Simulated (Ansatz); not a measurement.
Abridged output of a molecular run in Ansatz:

```
Functional definition: HF
1322 factors; integrals over basis functions are off by at most 1.3e-3 eV
mean field evaluation 1: about -13556.4730 eV, gradient 3.8e1 eV
mean field evaluation 2: about -13556.4767 eV, gradient 3.8e1 eV
mean field evaluation 4: about -13560.4647 eV, gradient 3.5e0 eV
mean field evaluation 8: about -13560.5096 eV, gradient 1.1e-4 eV
mean field -13560.50963114 eV, -498.3395373007 hartree, gradient 9.0e-7 eV, S^2 0.000000; 0 other end points of the search recorded, 0 dependent functions left out
9 core orbitals not correlated: weight in the atoms' cores, before any rotation towards them, 1.000 or more for the frozen orbitals, at most 0.000 for the correlated occupied ones
reference -13560.50963114 eV, -498.3395373007 hartree; 16, 16 occupied and 104, 104 virtual orbitals, 1322 factors
second order -19.25034381 eV of doubles, -0.00000000 eV of singles
cycle   1  -20.54207007 eV  change    -1.3e0 eV  update   9.1e-2
cycle   2  -21.07360182 eV  change   -5.3e-1 eV  update   2.7e-2
cycle   3  -21.15682166 eV  change   -8.3e-2 eV  update   1.1e-2
cycle   4  -21.15829131 eV  change   -1.5e-3 eV  update   3.1e-3
cycle   5  -21.15818621 eV  change    1.1e-4 eV  update   1.4e-3
cycle   6  -21.15800863 eV  change    1.8e-4 eV  update   4.9e-4
cycle   7  -21.15791671 eV  change    9.2e-5 eV  update   1.8e-4
cycle   8  -21.15791906 eV  change   -2.3e-6 eV  update   6.2e-5
cycle   9  -21.15790166 eV  change    1.7e-5 eV  update   1.8e-5
perturbative correction -0.65668771 eV, -0.0241328281 hartree
Total energy: -13582.32422050 eV, -499.1412086733 hartree
```

Its atoms:

Z-matrix (Å, degrees):
```
P
C 1 1.809
C 1 1.809 2 107.7
C 1 1.663 2 110.9 3 -121.5
C 1 1.839 2 101.8 3 106.7
H 2 1.090 1 109.2 3 60.1
H 2 1.091 1 111.5 3 -61.9
H 2 1.092 1 108.6 3 178.2
H 3 1.091 1 111.5 2 61.8
H 3 1.090 1 109.2 2 -60.2
H 3 1.092 1 108.6 2 -178.4
H 4 1.083 1 118.2 2 -44.8
H 4 1.083 1 118.2 2 164.4
H 5 1.092 1 108.6 2 -177.0
H 5 1.094 1 113.1 2 -55.6
H 5 1.092 1 108.6 2 65.9
```

Problem. Which basis set was used?
A. def2-SVP
B. cc-pV(T+d)Z
C. def2-SVPD
D. def2-TZVPP

Solution. A. It gives 129 functions.

Problem. Write the keys of the input that set method, charge and spin (a neutral closed shell needs none for the last two).

Solution. 
```yaml
correlation: {method: ccsd_t}
```
